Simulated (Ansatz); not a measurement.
Geometry optimisation, Ansatz, RKS B3LYP-D4/6-31G*.

input.yaml

```yaml
crystal:
  periodic: [false, false, false]
  atoms:
    - { symbol: C, position_ang: [-0.5086, 0.365, -0.3765] }
    - { symbol: O, position_ang: [-0.5671, -0.7822, 0.3866] }
    - { symbol: Si, position_ang: [0.7711, -1.1811, 1.233] }
    - { symbol: H, position_ang: [-1.50174, -0.99599, 0.13995] }
    - { symbol: H, position_ang: [0.1994, 0.354, -1.1994] }
    - { symbol: H, position_ang: [-0.3912, 1.3086, 0.2381] }
    - { symbol: H, position_ang: [2.0218, -0.6554, 0.5381] }
basis:
  gaussian: { orbitals: "6-31G*" }
hamiltonian:
  xc: b3lyp
  dispersion: d4
relax:
  f_tol: 0.02
  max_steps: 50
```

Command:

```bash
$ ansatz run input.yaml --threads 1 --pin off --max-ram 2048MiB --backend cpu --events-out ev --progress --plain --runs-dir out
```

Task: Where does it end, and by what steps?

Result: It converged. After 14 steps the energy has fallen by 4.017 eV; Si3 moved furthest, 0.61 Å. Joined: C1–Si3.

| step | energy less start (eV) | largest force component (eV/Å) | accepted |
| --- | --- | --- | --- |
| 0 | 0.0000 | 6.416 | yes |
| 1 | -1.2029 | 2.521 | yes |
| 2 | -1.7726 | 1.015 | yes |
| 3 | -2.0950 | 1.516 | yes |
| 4 | -2.3705 | 1.377 | yes |
| 5 | -2.6365 | 2.445 | yes |
| 6 | -3.0877 | 2.488 | yes |
| 7 | -3.5081 | 2.467 | yes |
| 8 | -3.8404 | 2.183 | yes |
| 9 | -3.9876 | 0.792 | yes |
| 10 | -3.9603 | 0.341 | no |
| 11 | -4.0155 | 0.103 | yes |
| 12 | -4.0156 | 0.123 | yes |
| 13 | -4.0171 | 0.050 | yes |
| 14 | -4.0172 | 0.016 | yes |

```xyz
7
Properties=species:S:1:pos:R:3
C -0.078 0.404 -0.076
O -0.631 -0.993 -0.067
Si 0.861 -0.581 1.289
H -1.489 -0.995 0.389
H 0.318 0.582 -1.073
H -0.857 1.121 0.185
H 1.901 -1.126 0.314
```

Run time: 24 s on 1 thread of Arm Neoverse V2, with other jobs on the host, peak memory 0.12 GiB.
